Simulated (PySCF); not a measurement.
Reproducing measurements on propane

**Experimental background.**

NIST CCCBDB Release 22 (SRD 101), experimental dipoles lists, for the gas: dipole moment (microwave Stark effect) 0.084 D.

NIST CCCBDB Release 22 (SRD 101), experimental polarizabilities lists, for the gas: mean polarisability 5.921 Å³.

How close the calculation comes is told at the end.

Species: propane, C3H8.
Numbering: `[CH3:1][CH2:2][CH3:3]` (hydrogens: H4, H5, H6 on C1; H7, H8 on C2; H9, H10, H11 on C3)

Geometry (GFN2-xTB, Å), atoms numbered from 1 in this order:
```xyz
11
C3H8 angstrom
C     -1.2539    0.2548   -0.0718
C     -0.0028   -0.4767    0.3988
C      1.2574    0.1019   -0.2328
H     -2.1442   -0.1682    0.3882
H     -1.2000    1.3091    0.1915
H     -1.3564    0.1779   -1.1524
H      0.0722   -0.4047    1.4864
H     -0.0836   -1.5354    0.1417
H      1.2109    0.0226   -1.3168
H      2.1398   -0.4314    0.1132
H      1.3660    1.1526    0.0280
```

Runs made with PySCF (gas phase, on this GFN2-xTB geometry; no spin–orbit coupling):

| level | job | basis functions |
| --- | --- | --- |
| PBE0/pcSseg-1, grid level 1 | shieldings | 91 |
| LDA/STO-3G | shieldings, charges and field gradients | 23 |
| PBE0/def2-SVPD | 6 singlets by full TDDFT, 2 Tamm–Dancoff triplets, polarisability | 124 |
| B3LYP/pcJ-1 | spin–spin couplings from 11 perturbed nuclei, spin–dipole term left out | 161 |
| PBE0/3-21G, energy threshold 1e-08 Eh | spin–spin couplings from 11 perturbed nuclei, spin–dipole term left out | 43 |
| B97-2/6-31G, energy threshold 1e-08 Eh | spin–spin couplings from 11 perturbed nuclei, spin–dipole term left out | 43 |

All basis functions are spherical.

## Comparison

**Dipole moment.** Measured: 0.084 D (NIST CCCBDB Release 22 (SRD 101), experimental dipoles).

| level | computed (D) | computed − measured (D) |
| --- | --- | --- |
| PBE0/pcSseg-1 | 0.068 | -0.016 |
| LDA/STO-3G | 0.016 | -0.068 |
| PBE0/def2-SVPD | 0.087 | +0.003 |
| B3LYP/pcJ-1 | 0.083 | -0.001 |
| PBE0/3-21G | 0.033 | -0.051 |
| B97-2/6-31G | 0.047 | -0.037 |

The computed dipoles belong to one fixed geometry; measured ones are averaged over vibrations unless marked μe. Magnitudes are compared, not signs.

**Mean polarisability.** Measured: 5.921 Å³ (NIST CCCBDB Release 22 (SRD 101), experimental polarizabilities).

```tsv
level	computed (Å³)	computed − measured (Å³)	% (from the printed values)
PBE0/def2-SVPD	5.871	-0.050	-1
```

The computed values are static and purely electronic, with core orbitals frozen in the response (1 au = 0.148185 Å³). The table of measured values doesn't say here whether a value is static or optical, or holds a vibrational part.

No measured geometry was used, and the causes of the misses weren't examined.
